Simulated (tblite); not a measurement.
C4H11P2 (charge +1).
Geometry (GFN2-xTB, Å), atoms numbered from 1 in this order:
```xyz
17
C4H11P2 angstrom
C      3.030   -0.633    0.531
P      2.283    0.757   -0.421
C      0.528    0.583   -0.058
C     -0.125   -0.574    0.155
P     -1.890   -0.700    0.301
C     -2.775    0.861    0.159
H      4.097   -0.439    0.620
H      2.596   -0.720    1.526
H      2.910   -1.568   -0.014
H      2.466    1.785    0.508
H     -0.036    1.504   -0.157
H      0.404   -1.515    0.235
H     -2.400   -1.579   -0.633
H     -2.223   -1.291    1.502
H     -2.584    1.305   -0.820
H     -3.846    0.689    0.269
H     -2.442    1.548    0.939
```

All values are computed: GFN2-xTB (tblite) harmonic vibrations without scaling, gas phase. The method is semi-empirical: single wavenumbers can be off by several per cent or more. Modes of hydrogen on phosphorus can be 10 to 20 % off. One conformer, not necessarily the lowest.

Harmonic wavenumbers (cm⁻¹): 49.8, 109.4, 128.2, 154.0, 183.2, 190.2, 213.6, 309.8, 355.6, 511.9, 622.2, 685.5, 716.3, 728.0, 741.8, 757.4, 808.4, 821.4, 859.4, 887.3, 924.2, 943.1, 956.4, 968.4, 1041.4, 1142.4, 1238.7, 1312.5, 1323.1, 1386.2, 1389.0, 1424.5, 1445.4, 1527.9, 2275.9, 2389.7, 2404.2, 2982.2, 2986.0, 2993.5, 3007.4, 3014.6, 3027.1, 3027.5, 3035.6.

A = 5735, B = 889.9, C = 796.4 MHz; mass 121.034 u (most abundant isotopes); point group C1, symmetry number 1.

Q: What is the zero-point energy?

A: ½Σν̃ = 29000 cm⁻¹ = 346.92 kJ/mol.

Q: What is S at 400 K and 1 bar for an ideal gas of classical rigid rotors and harmonic oscillators?

A: Translation 174.78, rotation 124.00, vibration 151.45: S = 450.2 J/(mol K).

Q: And Cp and H(400 K) − H(0)?

A: Cp = 188.36 J/(mol K), of which vibrations give 155.10 (their classical limit is 45 R = 374.2); H(400 K) − H(0) = 45.08 kJ/mol without the zero-point energy, 31.78 from vibrations.

Q: What must be added to the electronic energy to get the Gibbs energy at 400 K and 1 bar?

A: ZPE + [H(400 K) − H(0)] − T·S = 346.92 + 45.08 − 180.09 = 211.91 kJ/mol.

Q: How do the functions run with temperature in this model?

A: 
| T (K) | S (J/(mol K)) | Cp (J/(mol K)) | H − H(0) (kJ/mol) | G − H(0) (kJ/mol) | ln q(vib) |
| --- | --- | --- | --- | --- | --- |
| 100 | 283.8 | 77.2 | 5.28 | -23.10 | 1.40 |
| 200 | 348.2 | 112.9 | 14.78 | -54.87 | 3.84 |
| 300 | 401.4 | 152.1 | 28.01 | -92.40 | 6.26 |
| 500 | 495.6 | 218.4 | 65.47 | -182.33 | 11.03 |
| 800 | 613.0 | 280.8 | 141.16 | -349.27 | 17.80 |
| 1000 | 678.8 | 308.4 | 200.22 | -478.60 | 21.96 |

q(vib) and H(0) count from the zero-point level.

Hindered rotation and anharmonicity are outside this model. Other conformers, if any are populated, would add a mixing term that is left out. The structure is chiral; the term R ln 2 for an equal mix with its mirror image is left out.
